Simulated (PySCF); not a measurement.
methane (CH₄), SMILES C. Atoms are numbered in the order given.

```xyz
5

C      0.0000     0.0000     0.0000
H      0.6291    -0.6291     0.6291
H     -0.6291    -0.6291    -0.6291
H     -0.6291     0.6291     0.6291
H      0.6291     0.6291    -0.6291
```
Charge 0, spin multiplicity 1.

Geometry optimised at PBE0-D3(BJ)/def2-TZVPD.

Lowest vertical singlet excitation by several levels in PySCF, with rough processor times relative to the cheapest run on one machine. Each run also gave further roots (ADC and EOM-CCSD ionised and attached states too); roots are paired by order and the bases differ. EOM-CCSD serves as a yardstick, not as the true value; all levels that ended soundly for this molecule are listed, with differences from unrounded values.

| level | relative cost |
|---|---|
| TDA-PBE/def2-TZVPD | 1 |
| TDA-PBE0/def2-TZVPD | 1 |
| TDA-LC-ωPBE/def2-TZVPD | 2 |
| EOM-CCSD/aug-cc-pVDZ | 3 |

Computed S1 at each level and its distance from EOM-CCSD:
| level | S1 (eV) | S1 minus EOM-CCSD (eV) |
|---|---|---|
| TDA-PBE/def2-TZVPD | 9.56 | -0.96 |
| TDA-PBE0/def2-TZVPD | 10.20 | -0.31 |
| TDA-LC-ωPBE/def2-TZVPD | 10.73 | 0.21 |
| EOM-CCSD/aug-cc-pVDZ | 10.52 | 0.00 |
